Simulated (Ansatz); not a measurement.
## Relaxing CaZr

Method: DFT PBE, scalar-relativistic, plane waves, PAW in Ansatz. Cutoff 420 eV, Γ-centred k mesh, Gaussian smearing, no spin polarisation in the final step.

The start puts CaZr on the sites of a reported LiPd cell (P-6m2, No. 187), with Ca in place of Li, Zr in place of Pd, at a guessed volume.

```yaml
crystal:
  lattice:
    - [3.29341, 0.00000, 0.00000]
    - [-1.64671, 2.85218, 0.00000]
    - [0.00000, 0.00000, 4.93834]
  atoms:
    - { symbol: Ca, position: [0.66667, 0.33333, 0.00000] }
    - { symbol: Zr, position: [0.00000, 0.00000, 0.50000] }
```

Steps on the 6×6×4 mesh (2 atoms). 6 of 6 steps are shown, and the free energy counts from the last. Trial steps that were taken back and renewals of the plane-wave basis can be among the rows.

| step | ΔF (meV/atom) | V (Å³/atom) | P (GPa) |
| --- | --- | --- | --- |
| 1 | 257.7 | 23.19 | 12.51 |
| 2 | 110.2 | 25.21 | 6.24 |
| 3 | 40.0 | 26.76 | 2.58 |
| 4 | 10.8 | 27.88 | 0.43 |
| 5 | 1.9 | 28.24 | -0.04 |
| 6 | 0.0 | 28.24 | 0.07 |

A final relaxation ran on a 18×18×10 mesh. The relaxed crystal, P-6m2 (No. 187):

```cif
data_structure
_symmetry_space_group_name_H-M 'P-6m2'
_symmetry_Int_Tables_number 187
_cell_length_a 3.3170
_cell_length_b 3.3170
_cell_length_c 5.9402
_cell_angle_alpha 90.000
_cell_angle_beta 90.000
_cell_angle_gamma 120.000
_cell_volume 56.60
loop_
_atom_site_label
_atom_site_type_symbol
_atom_site_symmetry_multiplicity
_atom_site_Wyckoff_symbol
_atom_site_fract_x
_atom_site_fract_y
_atom_site_fract_z
_atom_site_occupancy
Ca1 Ca 1 e 0.66667 0.33333 0.00000 1
Zr1 Zr 1 b 0.00000 0.00000 0.50000 1
```

| Property | Result |
| --- | --- |
| Volume per atom | 28.30 Å³ |
| Density | 3.85 g/cm³ |
| Energy over the elements | 0.39 eV/atom |
| Gap on the 18×18×10 mesh | 0 eV (a metal) |

Energies over the elements count from the elements' standard structures at the same level, with no empirical corrections.

The final run used a 18×18×10 mesh on its 2-atom cell and 0.10 eV smearing. The k mesh leaves about 4 meV/atom of noise in metals.

A structure relaxed within its symmetry needn't be a true minimum.

Cost: 3 runs of about 0.68 core-minutes in all, on Intel Xeon Platinum 8581C (Emerald Rapids) (shared hosts).